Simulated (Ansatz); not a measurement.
# Pb (fcc type): a single-point run

Wanted: a converged single-point run for Pb (fcc type), and a check of what comes out.

Computed with Ansatz 0.2.0 (DFT, PBE, PAW with Ansatz's default frozen-core files, scalar-relativistic, unless a step's input says otherwise).

## Step 1: The starting structure

It takes space group Fm-3m (No. 225, cubic). Conventional cell: a = 5.091 Å, b = 5.091 Å, c = 5.091 Å, α = 90.00°, β = 90.00°, γ = 90.00°. Pb (site symmetry m-3m) has 12 Pb at 3.60 Å as nearest neighbours.

Coordinates:

```
CELL_PARAMETERS angstrom
0.00000 2.54543 2.54543
2.54543 0.00000 2.54543
2.54543 2.54543 0.00000
ATOMIC_POSITIONS crystal
Pb 0.00000 0.00000 0.00000
```

## Step 2: The run

input.yaml reads:

```yaml
crystal:
  lattice:
    - [0.0, 2.5454338117, 2.5454338117]
    - [2.5454338117, 0.0, 2.5454338117]
    - [2.5454338117, 2.5454338117, 0.0]
  atoms:
    - { symbol: Pb, position: [0.0, 0.0, 0.0] }
kpoints:
  mp_grid: { grid: [13, 13, 13] }
scf:
  occupations: { method: fermi_dirac, width: 1.0 }
  max_iter: 50
hamiltonian:
  xc: pbe
  pseudopotentials: { kind: paw }
output:
  forces: true
  stress: true
  eigenvalues: true
  efg: { contact_densities: true }
```

On the command line:

```bash
$ ansatz run input.yaml --threads 1 --pin off --max-ram 2048MiB --backend cpu --events-out ev --progress --plain --runs-dir out
```

Q: Will this input give a usable result? If not, why, and what should change?

This run ends as converged, with warnings (gradients without spin orbit). That alone doesn't make the input a sound one.

In the input, scf.occupations.width is 1.0. A smearing this wide moves electrons out of filled levels into empty ones. A Fermi-Dirac width of 1 eV is an electron temperature of 11600 K.

The test: set scf.occupations.width to 0.05.
